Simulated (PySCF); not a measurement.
Gas-phase reaction: 3 SiH₂Cl₂ + O₂ → 2 SiCl₃OH + SiH₂ + 2 H

Computed with PySCF and rigid-rotor harmonic-oscillator thermochemistry at 1 bar. † marks an energy on the PBE0/def2-TZVP geometry and frequencies; other levels use their own. MP2 freezes the core. 6-31G* has spherical d functions here. Open shells (unrestricted): O₂ (multiplicity 3), H (multiplicity 2); the rest are closed-shell singlets. B3LYP is the form with VWN-RPA correlation. SiCl₃OH: computed as isolated molecules; such fragments, hydroxides, amides, oligomers or adducts are transient or little studied in the gas. MP2 isn't extrapolated to the basis-set limit; its ΔH°(298 K) is 2.6 kJ in def2-SVP and -46.7 kJ in def2-TZVPP. The harmonic model lacks anharmonicity and excited electronic states, which grow with temperature; levels with a mode under 35 cm⁻¹ are left out. Internal rotation in SiCl₃OH is treated as a harmonic vibration of one conformer, which makes the entropy rough.

| level | ΔE electronic, kJ | ΔH°(298 K), kJ | ΔS°(298 K), J/K | ΔG°(800 K), kJ |
|---|---|---|---|---|
| B3LYP/6-31G* | 131 | 105 | 74 | 33 |
| B3LYP/def2-TZVP† | 79 | 56 | 75 | -17 |
| HF/6-31G* | 64 | 34 | 71 | -37 |
| MP2/def2-SVP† | 26 | 3 | 75 | -70 |
| PBE/def2-SVP | 95 | 72 | 79 | -3 |
| PBE/def2-TZVP† | 69 | 46 | 75 | -27 |
| PBE0/def2-QZVP† | 47 | 24 | 75 | -49 |
| PBE0/def2-SVP† | 81 | 58 | 75 | -15 |
| PBE0/def2-TZVP | 57 | 34 | 75 | -39 |
| r2SCAN/def2-TZVP† | 67 | 44 | 75 | -29 |
| ωB97M-V/def2-TZVP† | 21 | -2 | 75 | -75 |
ΔH° is lowest at ωB97M-V/def2-TZVP† and highest at B3LYP/6-31G*. No reference value is set beside these.
